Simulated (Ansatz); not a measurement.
**CF⁺, triplet: the ladder up to full CI**

Geometry: a point of a stretch scan, not a stationary point.

```
atom   x (Å)   y (Å)   z (Å)
   C  0.0000  0.0000  0.0000
   F  0.0000  0.0000  2.2460
```

Basis 6-31G; Ansatz 0.2.0. Correlated methods freeze the noble-gas cores, which leaves 10 electrons in 16 orbitals. Prefix R: restricted or restricted open-shell reference; prefix U: unrestricted. Active spaces: pair = (4e, 4o) about the gap; valence = (10e, 8o) chosen from the atoms' valence shells.

Full CI is exact within this basis and frozen core; it isn't the basis-set limit. The frozen core follows each run's orbitals, which can shift R against U totals by a few meV.

For open shells CISD and CISDTQ are restricted-active-space CI with the open shells as a complete middle space. The determinant fills πx and πy unequally, so it is a mixture of Σ and Δ, which weighs on every level built on one determinant.

```
UHF ⟨S²⟩                          : 2.005
T1 diagnostic (RCCSD)             : 0.0159
largest doubles amplitude (RCCSD) : 0.132
T1 diagnostic (UCCSD)             : 0.0146
```

| level | E − E(full CI) (meV) | share of correlation (%) | wall time |
| --- | --- | --- | --- |
| RHF | 3848 | 0.00 | – |
| UHF | 3813 | 0.89 | – |
| RMP2 | 836 | 78.27 | – |
| UMP2 | 825 | 78.55 | – |
| CISD | 248 | 93.55 | 0.84 s |
| RCCSD | 74 | 98.06 | – |
| UCCSD | 74 | 98.07 | – |
| RCCSD(T) | 36 | 99.07 | 1.8 s |
| UCCSD(T) | 35 | 99.08 | 1.8 s |
| BCCD(T) | 35 | 99.10 | 1.4 s |
| RCCSDT | 16 | 99.58 | – |
| UCCSDT | 16 | 99.59 | – |
| CISDTQ | 26 | 99.33 | 7 s |
| RCCSDT(Q) | 10 | 99.74 | 6.5 s |
| UCCSDT(Q) | 9 | 99.77 | 10 s |
| RCCSDTQ* | 1 | 99.98 | 2.1 min |
| UCCSDTQ* | 0 | 99.99 | 2.1 min |

An asterisk marks runs whose energy the program itself flagged as in doubt.

The correlation energy at full CI, counted from RHF, is -3.848 eV. That run took 80 s on 1 thread of Arm Neoverse V1, shared host over 4,777,056 determinants.

Run but not shown, since their state, orbitals or frozen core can't be matched to the reference's or they repeat it: CASSCF (pair space), NEVPT2 (pair space), MRCISD (pair space), MRCISD+Q (pair space), CASSCF (valence space), NEVPT2 (valence space), MRCISD (valence space), MRCISD+Q (valence space).

Times hold each run's SCF and search for its determinant on a shared host, so for small cases they say little of a method's own cost; they ran on 1 thread of Arm Neoverse V1. Some runs computed forces too.

The full-CI state has the irrep A1 of C2v, in the program's axes (one component, if the state is degenerate).

Natural occupations of full CI about the gap: 1.992 1.968 1.904 1.495 1.495 0.518 0.518 0.062 0.013 0.010; effectively unpaired electrons, Σ n²(2−n)², 2.37. No single determinant describes this state well, so single-reference rows can miss without a flag.
